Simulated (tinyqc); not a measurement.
CIS on RHF in the sto-3g basis, frozen core, for H2O, spin multiplicity 1, step by step. One step of it, computed by the program tinyqc.

Question. CIS matrix, singlets. A(ia,jb) = (e_a - e_i) d_ij d_ab + 2 (ia|jb) - (ij|ab).

orbital energies (hartree): MO1 -20.233386, MO2 -1.256466, MO3 -0.622274, MO4 -0.437043, MO5 -0.385587, MO6 0.584607, MO7 0.750601

Two-electron integrals over orbitals (pq|rs), unique and non-zero (hartree); the lowest 1 orbital is frozen and left out:
```
p,q,r,s,(pq|rs)
2,2,2,2,0.725018
3,2,3,2,0.144409
3,3,2,2,0.640306
3,3,3,3,0.628492
4,2,2,2,0.001687
4,2,3,3,0.006850
4,2,4,2,0.125688
4,3,3,2,0.021482
4,3,4,3,0.046469
4,4,2,2,0.679798
4,4,3,3,0.596800
4,4,4,2,-0.104917
4,4,4,4,0.786790
5,2,5,2,0.145147
5,3,5,3,0.028434
5,4,5,2,-0.045054
5,4,5,4,0.054859
5,5,2,2,0.747786
5,5,3,3,0.625104
5,5,4,2,-0.067028
5,5,4,4,0.731280
5,5,5,5,0.880159
6,2,2,2,0.140714
6,2,3,3,0.072158
6,2,4,2,0.022245
6,2,4,4,0.091194
6,2,5,5,0.158131
6,2,6,2,0.100399
6,3,3,2,-0.044435
6,3,4,3,-0.029733
6,3,6,3,0.075349
6,4,2,2,0.096480
6,4,3,3,0.042007
6,4,4,2,-0.025002
6,4,4,4,0.118141
6,4,5,5,0.114398
6,4,6,2,0.062506
6,4,6,4,0.066207
6,5,5,2,0.059894
6,5,5,4,-0.001534
6,5,6,5,0.038527
6,6,2,2,0.605893
6,6,3,3,0.567029
6,6,4,2,0.059538
6,6,4,4,0.544672
6,6,5,5,0.582705
6,6,6,2,0.092015
6,6,6,4,0.044175
6,6,6,6,0.590465
7,2,3,2,0.042467
7,2,4,3,-0.032018
7,2,6,3,0.034641
7,2,7,2,0.062672
7,3,2,2,0.143413
7,3,3,3,0.091130
7,3,4,2,-0.072567
7,3,4,4,0.163392
7,3,5,5,0.191944
7,3,6,2,0.077444
7,3,6,4,0.075976
7,3,6,6,0.037942
7,3,7,3,0.151049
7,4,3,2,-0.074668
7,4,4,3,0.002434
7,4,6,3,0.045558
7,4,7,2,-0.017320
7,4,7,4,0.066581
7,5,5,3,0.023826
7,5,7,5,0.024838
7,6,3,2,0.100670
7,6,4,3,0.048178
7,6,6,3,-0.069188
7,6,7,2,-0.007615
7,6,7,4,-0.057144
7,6,7,6,0.118275
7,7,2,2,0.624637
7,7,3,3,0.608898
7,7,4,2,-0.016198
7,7,4,4,0.610869
7,7,5,5,0.627719
7,7,6,2,0.069499
7,7,6,4,0.042592
7,7,6,6,0.562761
7,7,7,3,0.098892
7,7,7,7,0.620934
```

Give: CIS matrix A, singlet.

Answer.

CIS matrix A, singlet (hartree):
```
,2>6,2>7,3>6,3>7,4>6,4>7,5>6,5>7
2>6,1.436,0.000,0.000,0.054,0.065,0.000,0.000,0.000
2>7,0.000,1.508,-0.031,0.000,0.000,-0.018,0.000,0.000
3>6,0.000,-0.031,0.791,0.000,0.000,0.043,0.000,0.000
3>7,0.054,0.000,0.000,1.066,0.104,0.000,0.000,0.000
4>6,0.065,0.000,0.000,0.104,0.609,0.000,0.000,0.000
4>7,0.000,-0.018,0.043,0.000,0.000,0.710,0.000,0.000
5>6,0.000,0.000,0.000,0.000,0.000,0.000,0.465,0.000
5>7,0.000,0.000,0.000,0.000,0.000,0.000,0.000,0.558
```
